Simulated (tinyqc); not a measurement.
G0W0 on RHF in the sto-3g basis, for H2O, spin multiplicity 1, step by step. One step of it, computed by the program tinyqc.

Task: G0W0 on Hartree-Fock: LUMO. W(p,q,m) = sqrt2 sum_ia (pq|ia) (X+Y)_ia,m; Sigma_c(x) = sum_(i,m) W^2/(x - e_i + w_m) + sum_(a,m) W^2/(x - e_a - w_m); solve x = e_p + Sigma_c(x) by Newton steps; Z = 1/(1 - dSigma/dx); 1 hartree = 27.211386 eV.

orbital energies (hartree): MO1 -20.254377, MO2 -1.270400, MO3 -0.593260, MO4 -0.472318, MO5 -0.396240, MO6 0.602971, MO7 0.699471

Two-electron integrals over orbitals (pq|rs), unique and non-zero (hartree):
```
(11|11) 4.744938    (21|11) -0.416339   (21|21) 0.058119    (22|11) 1.004362
(22|21) -0.012838   (22|22) 0.729913    (31|31) 0.011368    (32|31) 0.018007
(32|32) 0.142112    (33|11) 0.804323    (33|21) -0.004485   (33|22) 0.646850
(33|33) 0.632865    (41|11) 0.192063    (41|21) -0.023677   (41|22) 0.016378
(41|33) 0.006711    (41|41) 0.027622    (42|11) -0.138426   (42|21) 0.009509
(42|22) 0.001837    (42|33) 0.005525    (42|41) 0.017352    (42|42) 0.123581
(43|31) -0.003908   (43|32) 0.018779    (43|43) 0.049486    (44|11) 0.980464
(44|21) -0.013352   (44|22) 0.667505    (44|33) 0.595654    (44|41) -0.010464
(44|42) -0.102138   (44|44) 0.761890    (51|51) 0.026029    (52|51) 0.032414
(52|52) 0.144238    (53|53) 0.028959    (54|51) -0.014043   (54|52) -0.049201
(54|54) 0.056157    (55|11) 1.115341    (55|21) -0.011688   (55|22) 0.747117
(55|33) 0.630130    (55|41) 0.005381    (55|42) -0.074189   (55|44) 0.718900
(55|55) 0.880159    (61|11) -0.226407   (61|21) 0.034402    (61|22) 0.000431
(61|33) 0.000700    (61|41) -0.000156   (61|42) 0.020957    (61|44) -0.019544
(61|55) -0.005906   (61|61) 0.031087    (62|11) 0.303183    (62|21) -0.006107
(62|22) 0.143893    (62|33) 0.079568    (62|41) 0.018947    (62|42) 0.020268
(62|44) 0.079315    (62|55) 0.156349    (62|61) 0.008682    (62|62) 0.102840
(63|31) 0.003558    (63|32) -0.032812   (63|43) -0.028035   (63|63) 0.065153
(64|11) 0.233025    (64|21) -0.002786   (64|22) 0.097995    (64|33) 0.046161
(64|41) 0.000637    (64|42) -0.044090   (64|44) 0.127771    (64|55) 0.124562
(64|61) -0.001943   (64|62) 0.058651    (64|64) 0.078130    (65|51) 0.014939
(65|52) 0.056593    (65|54) -0.000655   (65|65) 0.037932    (66|11) 0.819742
(66|21) -0.007122   (66|22) 0.622037    (66|33) 0.574378    (66|41) 0.020840
(66|42) 0.054492    (66|44) 0.555571    (66|55) 0.596297    (66|61) 0.009373
(66|62) 0.102030    (66|64) 0.046410    (66|66) 0.604913    (71|31) 0.015095
(71|32) 0.022394    (71|43) -0.005341   (71|63) 0.004167    (71|71) 0.020094
(72|31) 0.013856    (72|32) 0.039720    (72|43) -0.036662   (72|63) 0.035520
(72|71) 0.017481    (72|72) 0.061767    (73|11) 0.359647    (73|21) -0.007476
(73|22) 0.135062    (73|33) 0.089639    (73|41) -0.000813   (73|42) -0.082207
(73|44) 0.151719    (73|55) 0.189076    (73|61) -0.007122   (73|62) 0.074730
(73|64) 0.086385    (73|66) 0.039234    (73|73) 0.156131    (74|31) -0.009996
(74|32) -0.079696   (74|43) -0.000499   (74|63) 0.044092    (74|71) -0.013075
(74|72) -0.015186   (74|74) 0.072501    (75|53) 0.023535    (75|75) 0.023651
(76|31) 0.008679    (76|32) 0.093403    (76|43) 0.049156    (76|63) -0.057756
(76|71) 0.010958    (76|72) -0.012459   (76|74) -0.059355   (76|76) 0.110577
(77|11) 0.849436    (77|21) -0.008775   (77|22) 0.619822    (77|33) 0.608188
(77|41) 0.004484    (77|42) -0.010503   (77|44) 0.598483    (77|55) 0.616822
(77|61) -0.004223   (77|62) 0.066308    (77|64) 0.040229    (77|66) 0.568874
(77|73) 0.083698    (77|77) 0.613084
```

excitation energies w (hartree): 1.072394  1.142033  1.156200  1.225538  1.390482  1.568566  2.094446  2.110351  20.919434  20.994012

X + Y:
```
            1         2          3          4          5          6          7          8
1>6  0.000000  0.000000   0.000008   0.000000   0.000000   0.001742   0.000000  -0.001195
1>7  0.000000  0.000000   0.000000   0.001975   0.001215   0.000000  -0.003346   0.000000
2>6  0.000000  0.000000  -0.073130   0.000000   0.000000  -0.312765   0.000000   0.901148
2>7  0.000000  0.000000   0.000000   0.095987  -0.045258   0.000000   0.966317   0.000000
3>6  0.000000  0.000000   0.000000  -0.683319   0.665781   0.000000   0.060418   0.000000
3>7  0.000000  0.000000  -0.332736   0.000000   0.000000   0.830105   0.000000   0.199349
4>6  0.000000  0.000000   0.913706   0.000000   0.000000   0.237077   0.000000   0.101783
4>7  0.000000  0.000000   0.000000   0.702337   0.638197   0.000000  -0.020978   0.000000
5>6  0.965276  0.000000   0.000000   0.000000   0.000000   0.000000   0.000000   0.000000
5>7  0.000000  0.979509   0.000000   0.000000   0.000000   0.000000   0.000000   0.000000

             9         10
1>6   0.998515   0.000000
1>7   0.000000   0.999042
2>6   0.000150   0.000000
2>7   0.000000   0.000315
3>6   0.000000   0.000045
3>7  -0.000084   0.000000
4>6  -0.000019   0.000000
4>7   0.000000  -0.000139
5>6   0.000000   0.000000
5>7   0.000000   0.000000
```

Give: The 12 largest terms at x = e_p; Newton steps; quasiparticle energy of the LUMO; Hartree-Fock value.

Result:

The 12 largest terms at x = e_p (hartree; W for the signs of X + Y given):

| q | m | W | term |
|---|---|---|---|
| 6 | 8 | 0.1478 | -0.0103 |
| 7 | 5 | -0.1071 | -0.0077 |
| 2 | 8 | 0.1606 | 0.0065 |
| 4 | 6 | 0.1017 | 0.0039 |
| 4 | 8 | 0.1103 | 0.0038 |
| 3 | 5 | 0.0989 | 0.0038 |
| 4 | 3 | 0.0542 | 0.0013 |
| 5 | 1 | 0.0518 | 0.0013 |
| 2 | 6 | 0.0619 | 0.0011 |
| 3 | 7 | 0.0528 | 0.0008 |
| 6 | 3 | 0.0310 | -0.0008 |
| 2 | 3 | 0.0300 | 2.97e-04 |

Newton steps (hartree):

| step | x | Sigma_c(x) | Z |
|---|---|---|---|
| 0 | 0.6030 | 0.0037 | 0.9816 |
| 1 | 0.6066 | 0.0036 | 0.9816 |
| 2 | 0.6066 | 0.0036 | 0.9816 |

quasiparticle energy of the LUMO = 16.5068 eV

Hartree-Fock value = 16.4077 eV
